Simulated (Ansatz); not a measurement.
**C4H8O: one species, many methods**

Aim: compute C4H8O with functionals from several rungs and with coupled cluster. The yardstick is the atomisation energy at the CCSD(T) limit.

Program: Ansatz 0.2.0, Gaussian basis. Level of theory: functionals in def2-TZVPP, the program's frozen cores in correlated methods. These are calculated values, not measurements.

Levels to be run: PBE-D4, r2SCAN-D4, PBE0-D4, B3LYP-D4, ωB97X-V, ωB97M-V, B2PLYP; CCSD(T)/def2-TZVPP; MP2/def2-QZVPP; extrapolation to the limit.

## (1) Structure used throughout

All runs share one geometry, relaxed beforehand with PBE0-D4 in a triple-zeta def2 set.

SMILES `C=CCCO`, 13 atoms, charge 0, spin multiplicity 1.

Atoms are counted from 1 here; the program's logs count them from 0.

Bond lengths: C1–C2 1.328 Å, C1–H6 1.083 Å, C1–H7 1.086 Å, C2–C3 1.498 Å, C2–H8 1.088 Å, C3–C4 1.516 Å, C3–H9 1.096 Å, C3–H10 1.098 Å, C4–O5 1.410 Å, C4–H11 1.100 Å, C4–H12 1.092 Å, O5–H13 0.962 Å. Angles: C2–C1–H6 121.0°, C2–C1–H7 122.6°, H6–C1–H7 116.4°, C1–C2–C3 126.5°, C1–C2–H8 118.1°, C3–C2–H8 115.3°, C2–C3–C4 115.0°, C2–C3–H9 108.9°, C2–C3–H10 108.8°, C4–C3–H9 108.8°, C4–C3–H10 109.4°, H9–C3–H10 105.7°, C3–C4–O5 112.7°, C3–C4–H11 110.2°, C3–C4–H12 109.6°, O5–C4–H11 111.1°, O5–C4–H12 106.1°, H11–C4–H12 107.0° and more.

## (2) PBE-D4 (GGA)

in.yaml reads:

```yaml
crystal:
  periodic: [false, false, false]
  atoms:
    - {symbol: C, position_ang: [-1.477375, 0.425303, 0.789891]}
    - {symbol: C, position_ang: [-0.256166, 0.084656, 1.183728]}
    - {symbol: C, position_ang: [0.827382, -0.495596, 0.327821]}
    - {symbol: C, position_ang: [0.587297, -0.392083, -1.165170]}
    - {symbol: O, position_ang: [0.577339, 0.941653, -1.623274]}
    - {symbol: H, position_ang: [-2.197203, 0.831523, 1.490283]}
    - {symbol: H, position_ang: [-1.817756, 0.300257, -0.233588]}
    - {symbol: H, position_ang: [0.004646, 0.229986, 2.230005]}
    - {symbol: H, position_ang: [1.773935, 0.001976, 0.568098]}
    - {symbol: H, position_ang: [0.967349, -1.549693, 0.601756]}
    - {symbol: H, position_ang: [-0.344110, -0.910601, -1.436005]}
    - {symbol: H, position_ang: [1.397270, -0.890536, -1.701878]}
    - {symbol: H, position_ang: [-0.020207, 1.439958, -1.057266]}
basis:
  gaussian: {orbitals: def2-TZVPP}
hamiltonian: {xc: pbe, dispersion: d4}
output: {forces: true, orbitals: {seedname: orbitals}}
```

The runs that follow: r2SCAN-D4 (meta-GGA); PBE0-D4 (hybrid); B3LYP-D4 (hybrid); ωB97X-V (range-separated); ωB97M-V (range-separated); B2PLYP (double hybrid); CCSD(T) in def2-TZVPP; MP2 in def2-QZVPP.

Before running them: what should the planned runs give, taken together? Wanted: atomisation energy, CCSD(T)/CBS; farthest; mean size of error, hybrid; mean size of error, range-separated; gap, smallest and largest; T1 diagnostic; triples share of the correlation energy.

**Answer**, as computed:

| quantity | value |
| --- | --- |
| atomisation energy, CCSD(T)/CBS | 1252.4 kcal/mol |
| functionals within 6.3 kcal/mol (0.5 %) | r2SCAN-D4, B3LYP-D4, ωB97X-V, ωB97M-V |
| farthest | PBE-D4 (+28.9 kcal/mol) |
| mean size of error, hybrid | 3.7 kcal/mol |
| mean size of error, range-separated | 1.7 kcal/mol |
| gap, smallest and largest | 5.09 eV (PBE-D4), 12.32 eV (ωB97X-V) |
| T1 diagnostic | 0.0103 |
| triples share of the correlation energy | 3.9 % |

What this shows: PBE-D4 is off by +28.9 kcal/mol. Double hybrids carry the basis error of their MP2 part in triple zeta, and no dispersion term here, so their miss is partly the set-up's. The reference freezes the cores and leaves out relativity and excitations past (T), so misses under about 6.3 kcal/mol can't be ranked. Hartree-Fock recovers 74 % of the binding; the rest is correlation. Orbital gaps span 5.1 to 12.3 eV; exact exchange widens them.
